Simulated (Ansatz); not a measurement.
Tetradymite Bi2Se3, treated with LDA in Ansatz (PAW).

Run with plane-wave cutoff 520 eV, 10×10×10 k mesh, Fermi–Dirac smearing 0.01 eV, scalar-relativistic PAW data made under PBE.

Cell (relaxed at this level):

```
Bi2Se3
1.0
    9.38119    -2.05180    -0.01945
    9.38119     2.05180    -0.01945
    8.93975     0.00000     3.50684
Bi Se
2 3
Direct
  0.40131   0.40131   0.40131
  0.59869   0.59869   0.59869
  0.00000   0.00000   0.00000
  0.20936   0.20936   0.20936
  0.79064   0.79064   0.79064
```

Question: Give the computed bulk modulus B0 and pressure derivative B′ of the bulk modulus.

Answer: 
* **bulk modulus B0**: 42.4 GPa
* **pressure derivative B′ of the bulk modulus**: 11.1

The run finds no gap.

Note: the gap of the solid is closed in this run; this level leaves the solid without a gap, although one is measured; the bulk modulus comes from volumes at which shape and atoms were relaxed.

Spin–orbit coupling is not included; it can open a gap where bands touch, and shift volumes and moduli.

Static lattice: no zero-point or thermal effects.

The result took very roughly 20 core-minutes.

Ansatz is a first-principles code.
